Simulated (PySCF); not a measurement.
Molfile (atoms numbered from 1):
```
C5H10
     RDKit          3D

 15 14  0  0  0  0  0  0  0  0999 V2000
    2.5578   -0.1367    0.0901 C   0  0  0  0  0  0  0  0  0  0  0  0
    1.1789   -0.1691   -0.4737 C   0  0  0  0  0  0  0  0  0  0  0  0
    0.0709   -0.3670    0.2298 C   0  0  0  0  0  0  0  0  0  0  0  0
   -1.3127   -0.3891   -0.3280 C   0  0  0  0  0  0  0  0  0  0  0  0
   -2.2041    0.6914    0.2741 C   0  0  0  0  0  0  0  0  0  0  0  0
    3.1880   -0.9116   -0.3584 H   0  0  0  0  0  0  0  0  0  0  0  0
    3.0467    0.8211   -0.1148 H   0  0  0  0  0  0  0  0  0  0  0  0
    2.5491   -0.2893    1.1712 H   0  0  0  0  0  0  0  0  0  0  0  0
    1.0901   -0.0198   -1.5497 H   0  0  0  0  0  0  0  0  0  0  0  0
    0.1562   -0.5108    1.3077 H   0  0  0  0  0  0  0  0  0  0  0  0
   -1.7660   -1.3696   -0.1364 H   0  0  0  0  0  0  0  0  0  0  0  0
   -1.2688   -0.2752   -1.4157 H   0  0  0  0  0  0  0  0  0  0  0  0
   -3.2199    0.6336   -0.1237 H   0  0  0  0  0  0  0  0  0  0  0  0
   -2.2650    0.5891    1.3608 H   0  0  0  0  0  0  0  0  0  0  0  0
   -1.8086    1.6862    0.0569 H   0  0  0  0  0  0  0  0  0  0  0  0
  1  2  1  0
  2  3  2  0
  3  4  1  0
  4  5  1  0
  1  6  1  0
  1  7  1  0
  1  8  1  0
  2  9  1  0
  3 10  1  0
  4 11  1  0
  4 12  1  0
  5 13  1  0
  5 14  1  0
  5 15  1  0
M  END
```

Theoretical values (PySCF 2.14): coordinates at the PBE0-D3(BJ)/def2-TZVP level, shieldings: GIAO PBE0/pcSseg-2. Fast rotation and ring inversion assumed for equivalent nuclei, single conformer, non-relativistic Hamiltonian, no solvent model.

δ = σ(ref) − σ, references computed at the same level: ¹³C (186.03 ppm), ¹H (31.52 ppm) vs TMS.

| atoms | nucleus | count | δ (ppm) |
| --- | --- | --- | --- |
| H13/H14/H15 | ¹H | 3 | 0.95 |
| H9 | ¹H | 1 | 5.87 |
| C2 | ¹³C | 1 | 137.1 |
| H11/H12 | ¹H | 2 | 2.09 |
| C4 | ¹³C | 1 | 32.6 |
| C3 | ¹³C | 1 | ? |
| C1 | ¹³C | 1 | ? |
| H10 | ¹H | 1 | 5.84 |
| C5 | ¹³C | 1 | 17.5 |
| H6/H7/H8 | ¹H | 3 | ? |

Q: Fill in the missing shifts.

A: 
- C3: 146.5 ppm, alkene CH; an sp2 carbon of a C=C bond
- C1: 21.7 ppm, allylic methyl carbon; aliphatic region, no heteroatom directly attached
- H6/H7/H8: 1.76 ppm, hydrogen on an allylic methyl carbon; allylic position

Shifts are as computed. Against solution values, carbons near 30 ppm lie about +3 ppm off and those near 130 ppm about +9 ppm. Of 1309 compounds with measured shifts, 239 miss one by over three times the rms of a fit or turn the order of signals round; such compounds aren't used in these exercises.
